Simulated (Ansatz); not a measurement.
Cost and result for the atomization energy of C$_{2}$H$_{3}$FO$_{2}$ (`FC1OCO1`) (8 atoms, 8 bonds).

Total charge 0; spin multiplicity 1. The geometry is a stationary point of PBE0-D4/def2-TZVP. Program: Ansatz. All runs use 2 threads of an Arm Neoverse V1 on a shared host. Times are those of one run each, without the atoms' runs, and a repeat can differ threefold. Electronic energies, without spin–orbit coupling; frozen cores. CCSD(T)/CBS adds CCSD(T) − MP2 in def2-TZVPP to the MP2 limit, and its time is that of the two runs behind it. T1 = 0.012. B3LYP takes the VWN-RPA correlation (the form of Gaussian; ORCA's B3LYP/G).

CCSD(T)/CBS is a level of theory with its own doubt, some kJ/mol a heavy atom from the limit and from the frozen cores, so smaller differences don't rank the functionals.

```
                            level  functions  wall time
           LDA (SPW92)/def2-TZVPP        197      1.4 s
               BLYP-D4/def2-TZVPP        197      2.4 s
                 CCSD(T)/def2-SVP         85      2.7 s
              BHLYP-D4/def2-TZVPP        197      3.4 s
          CAM-B3LYP-D4/def2-TZVPP        197      3.9 s
B3LYP-D4/def2-TZVPP (with forces)        197      4.2 s
            r2SCANh-D4/def2-TZVPP        197        6 s
               ωB97X-V/def2-TZVPP        197        9 s
                B97M-V/def2-TZVPP        197       11 s
 ωB97M-V/def2-TZVPP (with forces)        197       12 s
                   MP2/def2-QZVPP        375       24 s
               CCSD(T)/def2-TZVPP        197       47 s
                CCSD(T)/CBS(def2)          –       70 s
```

(1) What atomization energy does each give, and how far from CCSD(T)/CBS? (Estimate.)

Results:

(1) The calculation gave: 
| level | atomization (kcal/mol) | difference from CCSD(T)/CBS | per bond |
| --- | --- | --- | --- |
| LDA (SPW92)/def2-TZVPP | 932.4 | 159.0 | 19.9 |
| BLYP-D4/def2-TZVPP | 776.7 | 3.3 | 0.4 |
| CCSD(T)/def2-SVP | 731.8 | -41.6 | -5.2 |
| BHLYP-D4/def2-TZVPP | 729.3 | -44.1 | -5.5 |
| CAM-B3LYP-D4/def2-TZVPP | 777.6 | 4.2 | 0.5 |
| B3LYP-D4/def2-TZVPP (with forces) | 768.9 | -4.5 | -0.6 |
| r2SCANh-D4/def2-TZVPP | 768.4 | -5.0 | -0.6 |
| ωB97X-V/def2-TZVPP | 778.0 | 4.6 | 0.6 |
| B97M-V/def2-TZVPP | 772.3 | -1.1 | -0.1 |
| ωB97M-V/def2-TZVPP (with forces) | 777.8 | 4.4 | 0.5 |
| MP2/def2-QZVPP | 792.3 | 18.9 | 2.4 |
| CCSD(T)/def2-TZVPP | 751.1 | -22.3 | -2.8 |
| CCSD(T)/CBS(def2) | 773.4 | 0.0 | 0.0 |

At CCSD(T), def2-SVP lies −41.6 kcal/mol from the extrapolated value and def2-TZVPP −22.3 kcal/mol: correlation converges slowly with the basis, and small sets miss more of it in the bonded molecule than in its fragments. In def2-TZVPP, CCSD(T) changes the Hartree–Fock value by +235.6 kcal/mol (the triples alone add +16.5 kcal/mol) and MP2 by +263.6 kcal/mol; breaking electron pairs costs correlation energy, which Hartree–Fock lacks. From PBE to PBE0 (25 % exact exchange), in def2-TZVPP and without D4, the atomization energy moves by −28.3 kcal/mol: exact exchange takes away binding that semilocal exchange gives to molecules.
